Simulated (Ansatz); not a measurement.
CH7BSi, SMILES `BC[SiH3]`, relaxed with RKS PBE0-D4/def2-TZVP in Ansatz from a PBE-D4/def2-SVP geometry. The force threshold is 0.005 eV/Å; the program also tests the step.

Total charge 0; spin multiplicity 1.

Start:

```xyz
10

B    -0.885    1.241    0.130
C     0.013    0.202    0.830
Si    0.600   -0.969   -0.573
H    -0.407    2.248   -0.363
H    -2.077    1.032   -0.015
H    -0.503   -0.468    1.548
H     0.956    0.596    1.263
H     1.423   -0.223   -1.586
H     1.449   -2.051    0.037
H    -0.568   -1.609   -1.270
```

By how much does the energy fall, and how many steps does the optimiser take? (Estimate.)

The calculation gave: 0.03 eV, in 5 steps.

Which bonds change most? (Estimate.)

Computed: C2–Si3 from 1.919 to 1.896 Å; B1–H5 from 1.219 to 1.198 Å; B1–H4 from 1.219 to 1.198 Å; Si3–H9 from 1.505 to 1.486 Å.

Give the relaxed structure. (Estimate.)

Computed: 
```xyz
10

B    -0.883    1.241    0.131
C     0.010    0.196    0.807
Si    0.602   -0.970   -0.567
H    -0.410    2.238   -0.337
H    -2.057    1.045   -0.005
H    -0.501   -0.459    1.518
H     0.934    0.588    1.242
H     1.407   -0.234   -1.575
H     1.447   -2.031    0.039
H    -0.549   -1.612   -1.253
```
